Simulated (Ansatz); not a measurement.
**fcc Cu**

Calculation: r²SCAN (PAW; Ansatz, a first-principles code).

Settings: plane-wave cutoff 500 eV, 22×22×1 k mesh (along the axes of the cell as run), Fermi–Dirac smearing 0.1 eV, scalar-relativistic PAW data made under PBE.

Cell: relaxed at this level.

* **surface energy of the (100) face**: 1.75 J/m²
* **work function of the (100) face**: 4.56 eV

The slab of 8 atoms is relaxed and unreconstructed.

Static lattice: no zero-point or thermal effects.

The result took around 10 core-minutes (rough).
